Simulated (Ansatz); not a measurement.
Basis-set extrapolation for C2H6OS (`COCS`) (PBE0-D4/def2-TZVP geometry, frozen core, the Gaussian-basis code of Ansatz). Multiplicity 1, RHF reference.

|  | def2-TZVPP | def2-QZVPP |
| --- | --- | --- |
| HF | -551.675489 | -551.694283 |
| MP2 correlation | -0.767291 | -0.824642 |
| CCSD(T) correlation | -0.842184 | -0.894944 |

Energies in hartree. Use E(X) = E(∞) + A·exp(−7.88·√X) for Hartree–Fock and E(X) = E(∞) + B·X^(−2.97) for correlation, with X = 3 and 4.

Task: What is the CCSD(T) energy at the basis-set limit?

Result: HF limit: -551.694283 + (-0.018794) × 0.13774 = -551.69687. Correlation limit: -0.894944 + (-0.052760) × 0.74074 = -0.93403. Total: -552.63090 hartree, 3.08 eV below CCSD(T)/def2-TZVPP.
